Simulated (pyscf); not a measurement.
1,1-elimination: H₃C–Zn–Cl → H₃C–Cl + Zn [singlet]

Gas phase, singlet surface, charge 0. Bonds broken: C1–Zn2, Zn2–Cl3. Bonds formed: C1–Cl3. Optimised with ωB97X-D3(BJ)/def2-SVP in PySCF. Correlated levels are frozen-core, on RHF or UHF. ΔMP2 is the change of the MP2 total energy from the triple- to the quadruple-zeta basis.

Transition state (Å):

```xyz
6

C      0.0297    -0.2002    -0.0113
Zn     1.5304     1.1254    -1.4509
Cl     0.9293     1.8942     0.7301
H     -0.7012    -0.1165    -0.8185
H      0.7612    -1.0038    -0.1194
H     -0.3920    -0.1080     0.9886
```

One imaginary mode, 513i cm⁻¹; descent along it reached the two sides named.

| bond | change | reactant side (Å) | saddle | product side |
|---|---|---|---|---|
| C1–Zn2 | breaks | 1.931 | 2.466 | 3.5 |
| Zn2–Cl3 | breaks | 2.114 | 2.389 | 3.3 |
| C1–Cl3 | forms | 4.0 | 2.397 | 1.779 |

Electronic energies relative to the reactant's lowest minimum found (kJ/mol):

| level | barrier | reaction energy | reverse barrier |
|---|---|---|---|
| ωB97X-D3(BJ)/def2-TZVP | 411.3 | +190.7 | 220.6 |
| PBE/def2-TZVP | 329.9 | +156.0 | 173.9 |
| r²SCAN/def2-TZVP | 361.4 | +186.4 | 175.0 |
| B3LYP-D3(BJ)/def2-TZVP | 342.8 | +148.0 | 194.8 |
| PBE0-D3(BJ)/def2-TZVP | 368.4 | +169.4 | 199.0 |
| M06-2X/def2-TZVP | 372.8 | +162.8 | 209.9 |
| ωB97M-D3(BJ)/def2-TZVP | 389.3 | +164.0 | 225.3 |
| HF/def2-TZVP | 437.9 | +144.3 | 293.6 |
| MP2/def2-QZVPP | 409.7 | +211.1 | 198.6 |
| CCSD/def2-TZVPP | 396.0 | +161.0 | 235.0 |
| CCSD(T)/def2-TZVPP | 369.1 | +164.1 | 205.1 |
| CCSD(T)/def2-TZVPP + ΔMP2(QZVPP) | 378.5 | +188.5 | 190.0 |

With CCSD(T)/def2-TZVPP + ΔMP2(QZVPP) energies and thermal terms (ideal gas, 1 atm, RRHO with modes under 100 cm⁻¹ raised to 100, one conformer, R ln 2 for rigid chiral ones), in kJ/mol:

```csv
T (K),ΔH‡,ΔG‡,ΔH,ΔG
298,375.5,370.7,+192.7,+161.9
600,374.0,366.4,+190.2,+131.6
900,371.9,363.1,+188.0,+102.8
1200,369.5,360.5,+186.1,+74.8
```

The same reactants have a lower exit, to CH₃• + [Cl–Zn]• (no saddle counted: cutting one bond costs +317.9 kJ/mol at ωB97M-D3(BJ), against +389.3 kJ/mol here). One saddle was located; it need not be the lowest between these sides. A restricted solution here is unstable towards spin polarisation, so biradical character is likely and single-reference numbers are less safe. The CCSD(T) − MP2 part came from Ansatz, without density fitting, on the same reference. The frozen core leaves the outer d or s,p core shells of the metals and heavy elements correlated in the MP2 and CC values, and def2-TZVPP describes them poorly, which can shift differences by a few kcal/mol. Elements up to Kr have no core potential and no relativistic terms here.
